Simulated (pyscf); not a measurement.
Thermochemistry of product channels of HAs=AsH + H• on the doublet surface, in kcal/mol, from ωB97M-D3(BJ)/def2-TZVP energies (ideal gas, 1 atm, RRHO with modes under 100 cm⁻¹ raised to 100, one conformer, R ln 2 for rigid chiral ones). Single points on ωB97X-D3(BJ)/def2-SVP structures (PySCF, gas phase).

| products | ΔE | ΔH(298 K) | ΔG(600 K) | ΔG(900 K) |
|---|---|---|---|---|
| •HAs–AsH₂ | -55.6 | -52.0 | -40.1 | -33.7 |
| •As=AsH + H₂ | -34.0 | -32.8 | -36.1 | -37.6 |
| AsH [triplet] + AsH₂• | ___ | -7.6 | -14.0 | -16.7 |

Problem. Complete the blanks.

Solution. 
- AsH [triplet] + AsH₂•, ΔE: -8.8

These are energies of the channels, which say nothing of barriers. Elements up to Kr have no core potential and no relativistic terms here.
